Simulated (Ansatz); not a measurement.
**C₂H₅FN₂O: a ladder of functionals and wavefunction methods**

An exercise on one series of results from a longer session: the logs are not shown, and one member is left open.

Computed with Ansatz 0.2.0, Gaussian basis. Level: functionals in def2-TZVPP, the program's frozen cores in correlated methods.

Plan: LDA (SPW92), PBE-D4, revPBE-D4, BLYP-D4, r2SCAN-D4, B97M-V, PBE0-D4, B3LYP-D4, r2SCANh-D4, r2SCAN0-D4, HSE06-D4, BHLYP-D4, CAM-B3LYP-D4, LC-ωPBE, ωB97X-V, ωB97M-V, B2PLYP, PBE-QIDH; CCSD(T)/def2-SVP; CCSD(T)/def2-TZVPP; MP2/def2-QZVPP; extrapolation to the limit; RPA on PBE.

## The relaxed structure

An earlier PBE0-D4 in a triple-zeta def2 set relaxation fixed the geometry.

SMILES `C=NC(N)(O)F`, 11 atoms, charge 0, spin multiplicity 1.

Atoms are counted from 1 here; the program's logs count them from 0.

Bond lengths: C1–N2 1.258 Å, C1–H7 1.089 Å, C1–H8 1.092 Å, N2–C3 1.437 Å, C3–N4 1.429 Å, C3–O5 1.364 Å, C3–F6 1.391 Å, N4–H9 1.013 Å, N4–H10 1.012 Å, O5–H11 0.965 Å. Angles: N2–C1–H7 118.2°, N2–C1–H8 123.7°, H7–C1–H8 118.1°, C1–N2–C3 119.5°, N2–C3–N4 112.7°, N2–C3–O5 106.6°, N2–C3–F6 112.1°, N4–C3–O5 111.1°, N4–C3–F6 105.1°, O5–C3–F6 109.3°, C3–N4–H9 108.9°, C3–N4–H10 110.2°, H9–N4–H10 108.6°, C3–O5–H11 106.1°.

The first run:

Input file in.yaml:

```yaml
crystal:
  periodic: [false, false, false]
  atoms:
    - {symbol: C, position_ang: [0.087511, -1.803330, -0.521993]}
    - {symbol: N, position_ang: [-0.583094, -0.832865, -0.084265]}
    - {symbol: C, position_ang: [-0.021019, 0.489141, -0.121736]}
    - {symbol: N, position_ang: [0.017346, 1.108230, 1.165798]}
    - {symbol: O, position_ang: [-0.782319, 1.212478, -0.991614]}
    - {symbol: F, position_ang: [1.298477, 0.483350, -0.560451]}
    - {symbol: H, position_ang: [-0.350980, -2.798723, -0.467716]}
    - {symbol: H, position_ang: [1.085707, -1.704342, -0.953809]}
    - {symbol: H, position_ang: [-0.859718, 0.932411, 1.640890]}
    - {symbol: H, position_ang: [0.769077, 0.716717, 1.719050]}
    - {symbol: H, position_ang: [-0.595588, 2.139933, -0.803456]}
basis:
  gaussian: {orbitals: def2-TZVPP}
hamiltonian: {xc: lda}
output: {orbitals: {seedname: orbitals}}
```

Among the steps run: LDA; PBE-D4 (GGA); revPBE-D4 (GGA); BLYP-D4 (GGA); r2SCAN-D4 (meta-GGA); B97M-V (meta-GGA); PBE0-D4 (hybrid); B3LYP-D4 (hybrid); r2SCANh-D4 (hybrid); r2SCAN0-D4 (hybrid); HSE06-D4 (hybrid); BHLYP-D4 (hybrid); CAM-B3LYP-D4 (range-separated); LC-ωPBE (range-separated); ωB97X-V (range-separated); ωB97M-V (range-separated); B2PLYP (double hybrid); PBE-QIDH (double hybrid).

One of the session's tables, all rows but one given; the rest of the session is left out.

It belongs to the step «Orbital energies across the functionals». 

```
  functional  HOMO (eV)  gap (eV)
 LDA (SPW92)      -6.55      4.43
      PBE-D4      -6.42      4.58
   revPBE-D4      -6.36      4.62
     BLYP-D4      -6.35      4.62
   r2SCAN-D4      -6.75      5.12
      B97M-V      -6.92      5.39
     PBE0-D4      -7.97      7.24
    B3LYP-D4      -7.76      6.74
  r2SCANh-D4      -7.33      6.11
  r2SCAN0-D4      -8.19      7.58
    HSE06-D4      -7.56      6.44
    BHLYP-D4      -9.44      9.88
CAM-B3LYP-D4      -9.46      9.89
     LC-ωPBE     -10.81     12.51
     ωB97X-V          ?         ?
     ωB97M-V     -10.37     11.87
```

Q: Estimate the row for ωB97X-V from the others.

The run gave: HOMO (eV): -10.46; gap (eV): 12.07. In the column «HOMO (eV)» it lies between LC-ωPBE (-10.81) and ωB97M-V (-10.37).
